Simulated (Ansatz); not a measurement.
`C#COCC`, relaxed with RKS PBE0-D4/def2-TZVP in the Gaussian-basis code of Ansatz from a PBE-D4/def2-SVP geometry. The force threshold is 0.005 eV/Å; the program also tests the step.

Total charge 0; spin multiplicity 1.

Start:

```xyz
11

C    -1.561    1.807   -0.989
C    -0.542    1.130   -1.027
O     0.545    0.420   -1.101
C     1.031   -0.141    0.154
C     0.124   -1.237    0.680
H    -2.457    2.408   -0.970
H     2.041   -0.521   -0.096
H     1.138    0.689    0.886
H    -0.890   -0.843    0.889
H     0.036   -2.065   -0.051
H     0.535   -1.647    1.624
```

Q: By how much does the energy fall, and how many steps does the optimiser take? (Best estimate.)

A: Computed: 1.62 kcal/mol, in 7 steps, 1 of them rejected.

Q: Which bonds change most? (Estimate.)

A: Computed: C1–C2 from 1.224 to 1.200 Å; C4–H8 from 1.112 to 1.094 Å; C4–H7 from 1.107 to 1.090 Å; C5–H9 from 1.109 to 1.092 Å.

Q: Give the relaxed structure. (Estimate.)

A: Computed: 
```xyz
11

C    -1.535    1.771   -0.964
C    -0.533    1.112   -1.014
O     0.549    0.415   -1.099
C     1.024   -0.135    0.152
C     0.114   -1.217    0.668
H    -2.420    2.358   -0.937
H     2.016   -0.518   -0.090
H     1.125    0.686    0.867
H    -0.885   -0.822    0.863
H     0.035   -2.035   -0.050
H     0.512   -1.615    1.604
```
